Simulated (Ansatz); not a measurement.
Relaxation of AlH8NSi (11 atoms, charge 0, multiplicity 1), to a largest force component of 0.03 eV/Å in at most 50 steps.

Theory: RKS B3LYP-D4/6-31G* (Ansatz 0.2.0).

```xyz
11
Properties=species:S:1:pos:R:3
Al 0.053 0.332 -0.367
H -0.587 0.494 1.060
H 1.600 0.621 -0.567
H -0.891 0.023 -1.607
N -0.159 -2.166 1.460
H -0.924 -2.800 1.260
Si 1.227 -2.790 2.325
H 1.624 -4.061 1.668
H 2.317 -1.786 2.224
H 0.999 -3.073 3.774
H -0.536 -1.244 1.753
```

Q: Where does it end, and by what steps?

A: The forces met the threshold. After 10 steps the energy has fallen by 0.959 eV; H3 moved furthest, 1.25 Å. Joined: Al1–N5 (3.10 → 2.10 Å).

```tsv
step	energy less start (eV)	largest force component (eV/Å)	accepted
0	0.0000	1.036	yes
1	-0.2194	1.101	yes
2	-0.4146	1.478	yes
3	-0.6667	1.217	yes
4	-0.8387	0.704	yes
5	-0.8802	0.287	yes
6	-0.9221	0.143	yes
7	-0.9403	0.203	yes
8	-0.9466	0.219	yes
9	-0.9583	0.032	yes
10	-0.9590	0.021	yes
```

```xyz
11
Properties=species:S:1:pos:R:3
Al 0.109 -0.253 0.016
H -0.160 1.023 0.948
H 1.642 -0.601 -0.316
H -0.983 -0.612 -1.103
N -0.273 -1.780 1.403
H -0.819 -2.492 0.915
Si 1.248 -2.457 2.116
H 1.897 -3.244 1.049
H 2.060 -1.317 2.583
H 0.893 -3.338 3.260
H -0.890 -1.378 2.112
```

Whether the end is a true minimum wasn't checked by a vibrational analysis.

The run took 40 s on 1 thread of Arm Neoverse V1, on a shared host, peak memory 0.14 GiB.
